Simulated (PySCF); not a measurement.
Stepwise substitution at one centre (Si H-F). Gas-phase values, no solvent. Strings in code marks are SMILES.

Method: PySCF with B3LYP-D3(BJ)/def2-TZVP. All candidates: neutral, multiplicity 1. B3LYP has the VWN-RPA correlation part, as in Gaussian. Delta-SCF ions had no search for a lower state. Excitations are Tamm–Dancoff values on a coarser integration grid. The basis has no diffuse functions, so Rydberg states are missing or too high.

```
Quantity                                        Value
-------------------------------------------  --------
brightest of the four lowest singlets (TDA)  12.30 eV
vertical ionisation energy (Delta-SCF)       15.31 eV
dipole moment                                  0.00 D
```

Problem. Which member has these values?
A) `F[SiH2]F`
B) `F[Si](F)(F)F`
C) `F[SiH](F)F`

Solution. B, `F[Si](F)(F)F`. The others give `F[SiH](F)F`: 11.17 eV, 14.10 eV, 1.34 D; `F[SiH2]F`: 10.70 eV, 12.67 eV, 1.51 D
